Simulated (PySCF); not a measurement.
Work out the structure from these simulated measurements.

Formula: C2H2ClN3.

- XPS: Cl2p3/2 207.4, C1s 292.4, C1s 294.1, N1s 405.3, N1s 406.0, N1s 407.9, Cl1s 2830.1 eV [ΔSCF SCAN, pcX-2 on the ionised atom, pcseg-1 elsewhere, spin-free X2C, 2p3/2 from a spin–orbit splitting computed afterwards within the 2p shell]
- UV, strongest line: among the 10 lowest singlet transitions: S2 at 6.85 eV (181 nm, f = 0.185) [TDDFT PBE0/def2-SVPD]
- Polarisability: 55.0 au [PBE0/def2-SVPD]
- Valence photoelectron: vertical ionisation energy: 10.05 eV [ΔSCF PBE0/def2-SVPD]
- 13C NMR: chemical shifts (computed TMS as zero) by class: 165.5 (1 C), 161.0 (1 C) ppm [GIAO HF/pcSseg-2]
- NMR, other nuclei: isotropic shieldings of nuclei other than C and H, by class: -68 (1 N), -16 (1 N), 49 (1 N), 786 (1 Cl) ppm [GIAO HF/pcSseg-2]
- Dipole: 2.11 D [PBE0/def2-SVPD]
- 1H NMR: chemical shifts (computed TMS as zero) by class: 9.82 (1 H), 8.10 (1 H) ppm [GIAO HF/pcSseg-2]
- UV, first state: lowest singlet excitation: 6.41 eV (193 nm, f = 0.005) [TDDFT PBE0/def2-SVPD]
- Rotational structure: rotational constants A, B, C: 10.024, 2.198, 1.803 GHz [PBE0-D3(BJ)/def2-SVP]

Gas-phase values; electronic properties from PySCF, density fitting. Levels stand in brackets. Geometry: PBE0-D3(BJ)/def2-SVP; no solvent, vibrations or thermal averaging. NMR values are class means; diastereotopic atoms form classes of their own.

Task: Propose a structure and show how it fits.

Result: Numbering: `[Cl:1][c:2]1[n:3][cH:4][n:5][nH:6]1`. Its formula, C2H2ClN3, gives 3 degrees of unsaturation: 1 ring and 2 π bonds in the structure found (Kekulé form). 2 carbons fall into 2 classes; from least to most shielded: aromatic CH next to a ring nitrogen [C4] (165.5 ppm), aromatic C–Cl carbon [C2] (161.0 ppm). Hydrogen classes from least to most shielded: 1 H on a pyrrole-type nitrogen, N6 (9.82 ppm), 1 H on an aromatic CH next to a ring nitrogen, C4 (8.10 ppm). The other shieldings belong to: -68 ppm, pyridine-type nitrogen [N5]; -16 ppm, pyridine-type nitrogen [N3]; 49 ppm, pyrrole-type nitrogen [N6]; 786 ppm, aryl chlorine [Cl1]. The core levels belong to: Cl2p3/2 207.4 eV, aryl chlorine [Cl1]; C1s 292.4 eV, aromatic CH next to a ring nitrogen [C4]; C1s 294.1 eV, aromatic C–Cl carbon [C2]; N1s 405.3 eV, pyridine-type nitrogen [N3]; N1s 406.0 eV, pyridine-type nitrogen [N5]; N1s 407.9 eV, pyrrole-type nitrogen [N6]; Cl1s 2830.1 eV, aryl chlorine [Cl1]. S1 is mainly HOMO−1→LUMO (weight 0.99); the largest Löwdin shares of the orbital it empties are 0.45 on a pyridine-type nitrogen, 0.33 on a pyridine-type nitrogen, 0.07 on the aromatic CH next to a ring nitrogen and 0.06 on the aromatic C–Cl carbon, of the orbital it fills 0.24 on the aromatic C–Cl carbon, 0.21 on a pyridine-type nitrogen, 0.20 on the pyrrole-type nitrogen and 0.11 on a pyridine-type nitrogen. The first electron is taken from the HOMO, whose largest Löwdin shares are 0.28 on a pyridine-type nitrogen, 0.20 on the aryl chlorine, 0.17 on the aromatic CH next to a ring nitrogen and 0.14 on the aromatic C–Cl carbon. The optimised geometry has point group Cs and is an asymmetric top. Structure: `Clc1ncn[nH]1`. The assignments are read from this structure; whether some other isomer fits the data as well wasn't checked.
